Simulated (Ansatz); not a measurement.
Black phosphorus

These are HSE06 in Ansatz (PAW) values and carry that method's errors.

Settings: plane-wave cutoff 460 eV, 8×8×6 k mesh (along the axes of the cell as run), Fermi–Dirac smearing 0.01 eV, scalar-relativistic PAW data made under PBE.

Cell (measured lattice):

```
CELL_PARAMETERS angstrom
      1.65665    -5.23650     0.00000
      1.65665     5.23650     0.00000
      0.00000     0.00000     4.37400
ATOMIC_POSITIONS crystal
  P  0.10234 0.89766 0.92039
  P  0.39766 0.60234 0.42039
  P  0.60234 0.39766 0.57961
  P  0.89766 0.10234 0.07961
```

```json
{
  "band_gap": "0.13 eV (on the SCF k mesh) (direct)",
  "Γ–Γ gap": "2.87 eV"
}
```

Measured, for comparison: band gap 0.35 eV (temperature not stated, no zero-point or thermal correction; as tabulated in Das et al. (2018), arXiv:1807.05623). Computed (rounded) less measured: band gap -0.22 eV.

Note: cell and atoms aren't relaxed at this level (largest force component 0.27 eV/Å, pressure -0.6 GPa).

Computed values are for the static lattice.

Ansatz is an electronic-structure program.
